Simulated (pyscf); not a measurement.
Optimised with ωB97X-D3(BJ)/def2-SVP in PySCF. Correlated levels are frozen-core, on RHF or UHF. ΔMP2 is the change of the MP2 total energy from the triple- to the quadruple-zeta basis.

Estimate by transition-state theory (the high-pressure limit) the rate constant of H₂N–SiH₃ → SiH₂ [singlet] + NH₃ (singlet surface; H–Si, N–Si broken, H–N formed) at 900 K, with CCSD(T)/def2-TZVPP + ΔMP2(QZVPP) energies (ideal gas, 1 atm, RRHO with modes under 100 cm⁻¹ raised to 100, one conformer, R ln 2 for rigid chiral ones; no tunnelling).

The electronic barrier is 75.1 kcal/mol and the thermal terms add -1.8, so ΔG‡ = 73.3 kcal/mol. With k_BT/h = 1.88e+13 s⁻¹ and RT = 1.788 kcal/mol, k = 3.0e-05 s⁻¹. Wigner's tunnelling factor for 1650i cm⁻¹ would be 1.29. A shift of 1 kcal/mol in the barrier changes k by a factor 1.7. On the product side the descent ends in an adduct with a N–Si contact, 32.6 kcal/mol under the separated species and 39.1 kcal/mol under the saddle at ωB97X-D3(BJ)/def2-TZVP. What is counted as broken (N–Si) persists as a longer contact in the product adduct; parting that adduct is a step of its own. The same reactants have a lower exit, to H₂N–SiH: [singlet] + H₂ (barrier +63.4 kcal/mol at ωB97M-D3(BJ), against +74.3 kcal/mol here). One saddle was located; it need not be the lowest between these sides. The CCSD(T) − MP2 part came from Ansatz, without density fitting, on the same reference.
